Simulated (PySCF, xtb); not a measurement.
Bonds broken one at a time in the series Ga Cl-Br. Gas-phase values, no solvent. Strings in code marks are SMILES.

Quantity: homolytic bond dissociation enthalpy at 298 K (no spin–orbit term), in kcal/mol. Enthalpy corrections at 298 K come from GFN2-xTB frequencies (xtb).

Level 1: M06-2X/def2-TZVP // PBE0-D3(BJ)/def2-TZVP (PySCF)
Level 2: PBE-D3(BJ)/def2-TZVP // PBE0-D3(BJ)/def2-TZVP (PySCF)
Level 3: B3LYP/3-21G // PBE0-D3(BJ)/def2-TZVP (PySCF)
Level 4: PBE/6-31G* // PBE0-D3(BJ)/def2-TZVP (PySCF)

```tsv
species	level 1	level 2	level 3	level 4
Cl–Ga bond of `[Cl][Ga]([Br])[Br]`, giving `[Br][Ga][Br]` and `[Cl]`	[?]	94.7	[?]	90.6
Ga–Br bond of `[Cl][Ga]([Cl])[Br]`, giving `[Br]` and `[Cl][Ga][Cl]`	85.7	[?]	80.4	83.0
Ga–Br bond of `[Cl][Ga]([Br])[Br]`, giving `[Br]` and `[Cl][Ga][Br]`	84.9	85.2	81.0	82.2
```

**Question.** Fill in the missing entries.

**Answer.** 
- Cl–Ga bond of `[Cl][Ga]([Br])[Br]`, giving `[Br][Ga][Br]` and `[Cl]`, level 1: 97.1
- Cl–Ga bond of `[Cl][Ga]([Br])[Br]`, giving `[Br][Ga][Br]` and `[Cl]`, level 3: 91.4
- Ga–Br bond of `[Cl][Ga]([Cl])[Br]`, giving `[Br]` and `[Cl][Ga][Cl]`, level 2: 86.0
